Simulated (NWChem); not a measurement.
System: diphosphorus (P2); SMILES P#P

Input file for NWChem:

```
start job
memory heap 200 mb stack 900 mb global 1100 mb
geometry units angstroms
  P      0.000000     0.000000     0.952143
  P      0.000000     0.000000    -0.952143
end
basis spherical
  * library def2-svp
end
dft
  xc xcamb88 1.00 lyp 0.81 vwn_5 0.19 hfexch 1.00
  cam 0.33 cam_alpha 0.19 cam_beta 0.46
  iterations 150
end
driver
  maxiter 120
end
task dft optimize
task dft freq
```

The level has its own optimisation; frequencies are unscaled.

Task: Give the results of this calculation. (CAM-B3LYP/def2-SVP.) Quantities: r P–P (Å); highest harmonic frequency (cm⁻¹); zero-point energy (kcal/mol).

Result: 
```json
{
  "r P–P (Å)": "1.877",
  "highest harmonic frequency (cm⁻¹)": "859",
  "zero-point energy (kcal/mol)": "1.2"
}
```
